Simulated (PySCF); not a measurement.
Gas-phase reaction: 2 AlCl₂NH₂ + AlH ⇌ AlH₃ + N₂H₂ + 2 AlCl₂

Method: PySCF energies plus ideal-gas RRHO corrections (1 bar). † marks an energy on the PBE0/def2-TZVP geometry and frequencies; other levels use their own. CCSD(T) freezes the core. Open shells (unrestricted): AlCl₂ (multiplicity 2); the rest are closed-shell singlets. AlCl₂NH₂, AlH₃: computed as isolated molecules; such fragments, hydroxides, amides, oligomers or adducts are transient or little studied in the gas. CCSD(T) isn't extrapolated to the basis-set limit; its ΔH°(298 K) is 566.4 kJ in def2-SVP and 605.3 kJ in def2-TZVPP. The harmonic model lacks anharmonicity and excited electronic states, which grow with temperature; levels with a mode under 35 cm⁻¹ are left out.

| level | ΔE electronic, kJ | ΔH°(298 K), kJ | ΔS°(298 K), J/K | ΔG°(1400 K), kJ |
|---|---|---|---|---|
| BLYP/def2-TZVP† | 563 | 539 | 172 | 322 |
| CCSD(T)/def2-TZVPP† | 629 | 605 | 172 | 388 |
| PBE/def2-TZVP† | 572 | 548 | 172 | 331 |
| PBE0/def2-TZVP | 597 | 573 | 172 | 356 |
| LDA/def2-TZVP† | 644 | 620 | 172 | 403 |
| ωB97M-V/def2-TZVP† | 641 | 617 | 172 | 400 |
| ωB97X-V/def2-TZVP† | 621 | 597 | 172 | 380 |
ΔH° is lowest at BLYP/def2-TZVP† and highest at LDA/def2-TZVP†. No reference value is set beside these.
